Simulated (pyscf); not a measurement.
**Multi-bond step: `[CH3][SnH3]` + `[NH3]` → `[CH3][SnH]` [singlet] + `[H][H]` + `[NH3]`**

Gas phase, singlet surface, charge 0. Bonds broken: Sn2–H7, Sn2–H10, H6–N9. Bonds formed: H6–H7, N9–H10. PySCF, gas phase, ωB97X-D3(BJ)/def2-SVP geometries.

Transition state (Å):

```xyz
12

C      0.5410    -1.5622    -0.5813
Sn    -0.4110     0.3901    -0.8535
H      0.8826    -1.9432    -1.5571
H     -0.1619    -2.2900    -0.1496
H      1.4190    -1.4793     0.0782
H     -0.7101     2.1104     1.2485
H     -1.0946     0.5650     0.8775
H     -1.9326    -0.1259    -1.5555
N     -0.2327     2.9943     0.9089
H      0.0724     2.5926    -0.0564
H     -0.8915     3.7707     0.8132
H      0.5680     3.2439     1.4943
```

One imaginary mode, 182i cm⁻¹; descent along it reached the two sides named, in the forms told below.

| bond | change | reactant side (Å) | saddle | product side |
|---|---|---|---|---|
| Sn2–H7 | breaks | 1.730 | 1.869 | 2.7 |
| Sn2–H10 | breaks | 1.726 | 2.392 | 3.3 |
| H6–N9 | breaks | 1.021 | 1.060 | 2.400 |
| H6–H7 | forms | 5.0 | 1.635 | 0.767 |
| N9–H10 | forms | 2.9 | 1.089 | 1.022 |

Electronic energies relative to the separated reactants (kJ/mol):

| level | barrier | reaction energy | reverse barrier |
|---|---|---|---|
| ωB97X-D3(BJ)/def2-TZVP | 156.4 | +105.4 | 51.0 |
| PBE/def2-TZVP | 116.5 | +82.7 | 33.8 |
| r²SCAN/def2-TZVP | 131.8 | +96.3 | 35.5 |
| B3LYP-D3(BJ)/def2-TZVP | 131.3 | +77.8 | 53.5 |
| PBE0-D3(BJ)/def2-TZVP | 128.6 | +99.7 | 28.9 |
| M06-2X/def2-TZVP | 154.7 | +84.6 | 70.0 |
| ωB97M-D3(BJ)/def2-TZVP | 149.7 | +92.8 | 56.9 |
| HF/def2-TZVP | 202.6 | +96.0 | 106.6 |

With ωB97M-D3(BJ)/def2-TZVP energies and thermal terms (ideal gas, 1 atm, RRHO with modes under 100 cm⁻¹ raised to 100, one conformer, R ln 2 for chiral ones without a mode under 150 cm⁻¹), in kJ/mol:

| T (K) | ΔH‡ | ΔG‡ | ΔH | ΔG |
|---|---|---|---|---|
| 298 | 157.8 | 197.2 | +83.9 | +45.3 |
| 600 | 157.2 | 237.4 | +86.0 | +5.1 |
| 900 | 158.1 | 277.4 | +84.8 | -35.2 |
| 1200 | 159.9 | 316.9 | +82.0 | -74.8 |

On the product side the descent ends in a bound adduct (not fully relaxed), 35.8 kJ/mol under the separated species and 86.7 kJ/mol under the saddle at ωB97X-D3(BJ)/def2-TZVP. This is the saddle that the search found; another between the same sides may lie lower. Elements past Kr carry the def2 core potentials, without spin-orbit coupling.
